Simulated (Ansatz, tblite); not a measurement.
# The cluster Si₂W: rung by rung

An exercise on one series of results from a longer session: the logs are not shown, and one member is left open.

Program: Ansatz 0.2.0, Gaussian basis. Level of theory: as each input shows. These are calculated values, not measurements.

Plan: GFN1-xTB, GFN2-xTB, PBE-D4/def2-TZVP, r2SCAN-D4/def2-TZVP, revPBE-D4/def2-TZVP, BLYP-D4/def2-TZVP, CAM-B3LYP-D4/def2-TZVP, PBE-QIDH/def2-TZVP, LC-ωPBE/def2-TZVP, PBE-D4/def2-SVP, PBE0-D4/def2-SVP, PBE0-D4/def2-TZVPD, PBE-D4/def2-TZVPD, r2SCAN-D4/def2-TZVPD, CCSD(T)/def2-TZVPP, MP2/def2-TZVP, RPA/def2-TZVP, CCSD(T)/def2-TZVPD.

1 further run of the same task is left out (set aside as unsound or not needed).

### The relaxed structure

The singlet was relaxed beforehand with r2SCAN-D4/def2-TZVP. At that level it is the lowest of the isomers that a small search found.

3 atoms, charge 0, spin multiplicity 1.

Bond lengths: W1–Si2 2.240 Å, W1–Si3 2.240 Å, Si2–Si3 2.496 Å. Angles: Si2–W1–Si3 67.7°, W1–Si2–Si3 56.1°, W1–Si3–Si2 56.1°.

W takes a core potential in the def2 sets. No spin-orbit coupling is included.

PBE0-D4/def2-TZVP was run before; its log isn't repeated, and its numbers join the tables.

The first run:

Tight binding, by tblite at 300 K electronic temperature and without a spin-polarisation term:

```python
tblite.interface.Calculator('GFN1-xTB', numbers, positions, charge=0, uhf=0).singlepoint()
```

Tight binding, by tblite at 300 K electronic temperature and without a spin-polarisation term:

```python
tblite.interface.Calculator('GFN2-xTB', numbers, positions, charge=0, uhf=0).singlepoint()
```

start.molden holds the orbitals of an earlier run on this state, given as this run's starting guess.

in.yaml

```yaml
crystal:
  periodic: [false, false, false]
  atoms:
    - {symbol: W, position_ang: [-1.159294, -0.082465, -0.432429]}
    - {symbol: Si, position_ang: [0.911362, -0.935321, -0.486843]}
    - {symbol: Si, position_ang: [0.247942, 1.017776, 0.919272]}
basis:
  gaussian: {orbitals: def2-TZVP, initial_orbitals: start.molden}
hamiltonian: {xc: pbe, dispersion: d4}
scf: {omitted_lower_state_checks: [starts]}
output: {orbitals: {seedname: orbitals}}
```

Command:

```bash
ansatz run in.yaml --threads 4 --pin off --events-out ev --progress --plain --max-ram 3916MiB
```

Steps of the session up to this table: PBE-D4/def2-TZVP; r2SCAN-D4/def2-TZVP; revPBE-D4/def2-TZVP; BLYP-D4/def2-TZVP; CAM-B3LYP-D4/def2-TZVP; PBE-QIDH/def2-TZVP; LC-ωPBE/def2-TZVP; PBE-D4/def2-SVP; PBE0-D4/def2-SVP; PBE0-D4/def2-TZVPD; PBE-D4/def2-TZVPD; r2SCAN-D4/def2-TZVPD; CCSD(T)/def2-TZVPP; MP2/def2-TZVP; RPA/def2-TZVP; CCSD(T)/def2-TZVPD.

One table of the session follows, with a row left open; its other results are not shown here.

```
                 level  binding an atom (eV)
          HF/def2-TZVP                 0.486
         HF/def2-TZVPD                 0.490
         HF/def2-TZVPP                 0.488
     BLYP-D4/def2-TZVP                 2.733
CAM-B3LYP-D4/def2-TZVP                 2.318
         MP2/def2-TZVP                 3.000
        MP2/def2-TZVPD                 3.013
       CCSD/def2-TZVPD                 2.225
       CCSD/def2-TZVPP                 2.259
    CCSD(T)/def2-TZVPD                 2.553
    CCSD(T)/def2-TZVPP                     ?
```

Q: Estimate the row for CCSD(T)/def2-TZVPP from the others.

As computed: binding an atom (eV): 2.607. In the column «binding an atom (eV)» it lies between CCSD(T)/def2-TZVPD (2.553) and BLYP-D4/def2-TZVP (2.733).

Caveats from the session: Free atoms were run apart at each level; binding is atoms less cluster, divided by the number of atoms, without zero-point or spin-orbit terms.
